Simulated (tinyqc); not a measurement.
A ladder of methods, and size consistency: correlation methods against full CI in the sto-6g basis, for H2O, spin multiplicity 1. Computed by the program tinyqc with PySCF. All electrons correlated; +Q is the Davidson correction (1 - c0^2) E_corr. The last columns treat two copies 100 angstrom apart as one system. FCI is the lowest singlet.

Geometry (angstrom):
```
atom       x        y       z
O     0.0000   0.0000  0.0000
H     0.0000   0.7270  0.5560
H     0.0000  -0.7270  0.5560
```

RHF energy of one = -75.668302 hartree

Correlation energies (hartree):
```
method   E_corr of one  share of FCI (%)  E_corr of two at 100 angstrom  two minus twice one (mhartree)
MP2           -0.03247            72.449                       -0.06494                           0.000
CISD          -0.04427            98.779                       -0.08670                           1.834
CISD+Q        -0.04523           100.916                       -0.09022                           0.235
CCSD          -0.04471            99.775                       -0.08943                           0.000
CCSD(T)       -0.04478            99.913                       -0.08955                           0.000
FCI           -0.04481           100.000                              -                               -
```

What does the comparison show, and why?

MP2 recovers 72 %, CISD 98.8 % and CCSD 99.8 % of the FCI value (c0^2 = 0.978 in CISD). MP2 and coupled cluster are size consistent, so their last column vanishes; CISD loses 1.83 mhartree, since a double excitation on each copy is a quadruple of the pair, and the Davidson correction leaves +0.24.
